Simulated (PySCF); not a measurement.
**Functional benchmark on one molecule**

Molecule: `CN(C)C=O`, C$_{3}$H$_{7}$NO.

Structure with atom numbers: `[CH3:1][N:2]([CH3:3])[CH:4]=[O:5]` (H(Xn): hydrogen on atom n).

Geometry PBE0-D3(BJ)/def2-SVP throughout; GIAO in PySCF 2.14, gas phase, one conformer, non-relativistic; equivalent atoms averaged; basis pcSseg-2.

Reference values (measured; solution, THF-d8, 298 K; Fulmer et al., Organometallics 2010, 29, 2176): δ(H(C4)) = 7.91 ppm, δ(C4) = 162.0 ppm. Computed shifts are taken against TMS, calculated as an isolated molecule at each level.

Question: How do the functionals HF, LDA, PBE, BLYP, BP86, OPBE, KT2, KT3, B97-D, B3LYP, PBE0, mPW1PW91, WP04, B97-2, BHandHLYP, CAM-B3LYP, wB97X-D, LC-wPBE perform against the reference? Times are CPU seconds on shared hosts with different chips, so compare them loosely.

Answer: 
| functional | kind | H(C4) | C4 | abs. error H | abs. error C | core-s |
| --- | --- | --- | --- | --- | --- | --- |
| HF | Hartree–Fock | 7.67 | 172.9 | 0.24 | 10.9 | 9 |
| LDA | LDA | 8.20 | 166.9 | 0.29 | 4.9 | 23 |
| PBE | GGA | 8.17 | 161.7 | 0.26 | 0.3 | 28 |
| BLYP | GGA | 8.19 | 162.1 | 0.28 | 0.1 | 27 |
| BP86 | GGA | 8.15 | 161.5 | 0.24 | 0.5 | 28 |
| OPBE | GGA | 8.10 | 156.7 | 0.19 | 5.3 | 28 |
| KT2 | GGA | 8.04 | 154.8 | 0.13 | 7.2 | 27 |
| KT3 | GGA | 8.02 | 153.1 | 0.11 | 8.9 | 28 |
| B97-D | GGA | 8.11 | 158.1 | 0.20 | 3.9 | 26 |
| B3LYP | global hybrid | 8.05 | 166.6 | 0.14 | 4.6 | 27 |
| PBE0 | global hybrid | 8.00 | 167.0 | 0.09 | 5.0 | 17 |
| mPW1PW91 | global hybrid | 7.98 | 167.3 | 0.07 | 5.3 | 17 |
| WP04 | global hybrid | 7.74 | 166.6 | 0.17 | 4.6 | 28 |
| B97-2 | global hybrid | 7.97 | 163.7 | 0.06 | 1.7 | 26 |
| BHandHLYP | global hybrid | 7.88 | 171.2 | 0.03 | 9.2 | 27 |
| CAM-B3LYP | range-separated hybrid | 8.02 | 171.6 | 0.11 | 9.6 | 37 |
| wB97X-D | range-separated hybrid | 7.96 | 169.5 | 0.05 | 7.5 | 36 |
| LC-wPBE | range-separated hybrid | 7.93 | 175.6 | 0.02 | 13.6 | 54 |

For ¹H the closest is LC-wPBE (0.02 ppm, with BHandHLYP practically level) and the furthest LDA (0.29 ppm).

For ¹³C the closest is BLYP (0.1 ppm, with PBE practically level) and the furthest LC-wPBE (13.6 ppm). One molecule is a small sample, and vibrational and solvent effects are absent from the calculation.
